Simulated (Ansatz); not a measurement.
# AlNH₄ (triplet): from Hartree-Fock to the top rungs at distance Al1–H4 along a hydrogen transfer = 2.256 Å, cc-pVDZ

How much of the correlation energy of AlNH₄ (triplet) does each wave-function method recover here?

The runs use Ansatz 0.2.0, Gaussian basis; cc-pVDZ, core rule «outside noble gas», up to 6 orbitals frozen.

The runs, in order: UHF; CCSD(T) on ROHF; CCSD(T) on UHF; BCCD(T) on ROHF; CISD; CCSDT(Q) on ROHF; CCSDT(Q) on UHF; CASSCF and MRCISD+Q, 4 electrons in 4 orbitals; CASSCF and NEVPT2, 4 electrons in 4 orbitals.

5 further runs of the same task are left out: 3 that didn't finish, 2 set aside as unsound or not needed.

## (1) The system

The geometry derives from fragments relaxed apart (PBE0/def2-TZVP) and kept rigid, so it is no stationary point. A hydrogen atom is moved between rigid fragments.

6 atoms, charge 0, spin multiplicity 3.

Atoms are counted from 1 here; the program's logs count them from 0.

Bond lengths: Al1–H2 1.586 Å, Al1–H3 1.586 Å, H4–N5 1.152 Å, N5–H6 1.040 Å. Angles: H2–Al1–H3 120.0°, H4–N5–H6 105.0°.

Geometry (Å):

```xyz
6

Al   -1.15763    0.02248    0.00000
H    -1.95056    1.39587    0.00000
H    -1.95056   -1.35090    0.00000
H     1.09837    0.02248    0.00000
N     2.25037    0.02248    0.00000
H     2.51945   -0.98174    0.00000
```

## (2) UHF

in.yaml reads:

```yaml
crystal:
  periodic: [false, false, false]
  atoms:
    - {symbol: Al, position_ang: [-1.157632, 0.022483, 0.000000]}
    - {symbol: H, position_ang: [-1.950555, 1.395868, 0.000000]}
    - {symbol: H, position_ang: [-1.950556, -1.350901, 0.000000]}
    - {symbol: H, position_ang: [1.098368, 0.022483, 0.000000]}
    - {symbol: N, position_ang: [2.250368, 0.022483, 0.000000]}
    - {symbol: H, position_ang: [2.519450, -0.981743, 0.000000]}
basis:
  gaussian: {orbitals: cc-pVDZ}
magnetization: {spin_polarized: true, initial_magnetization: 2}
hamiltonian: {xc: hf}
output: {orbitals: {seedname: orbitals}}
```

Run with:

```sh
> ansatz run in.yaml --threads 1 --pin off --events-out ev --progress --plain --max-ram 2393MiB
```

Further steps of the session: CCSD(T) on ROHF; CCSD(T) on UHF; BCCD(T) on ROHF; CISD; CCSDT(Q) on ROHF; CCSDT(Q) on UHF; CASSCF and MRCISD+Q, 4 electrons in 4 orbitals; CASSCF and NEVPT2, 4 electrons in 4 orbitals.

Q: Predict the results of all the runs planned. Wanted: UCCSDT(Q) below the RHF energy; RMP2 from UCCSDT(Q); UMP2 from UCCSDT(Q); RCCSD from UCCSDT(Q); RCCSD(T) from UCCSDT(Q); UCCSD(T) from UCCSDT(Q); RCCSDT(Q) from UCCSDT(Q); NEVPT2 pair from UCCSDT(Q); T1 diagnostic.

**Answer**, as computed:

| quantity | value |
| --- | --- |
| UCCSDT(Q) below the RHF energy | -7.0664 eV |
| RMP2 from UCCSDT(Q) | +1236.4 meV |
| UMP2 from UCCSDT(Q) | +1246.7 meV |
| RCCSD from UCCSDT(Q) | +163.2 meV |
| RCCSD(T) from UCCSDT(Q) | +34.6 meV |
| UCCSD(T) from UCCSDT(Q) | +34.3 meV |
| RCCSDT(Q) from UCCSDT(Q) | +0.9 meV |
| NEVPT2 pair from UCCSDT(Q) | +1190.5 meV |
| levels within 1 kcal/mol (43 meV) | RCCSD(T), UCCSD(T), BCCD(T), RCCSDT, UCCSDT, RCCSDT(Q) |
| T1 diagnostic | 0.021 |

RCCSD(T) lands +34.6 meV from the yardstick (0.5 % of the correlation energy). These misses are within one basis, not against nature; the frozen cores of restricted and unrestricted runs differ, which can shift their rows.
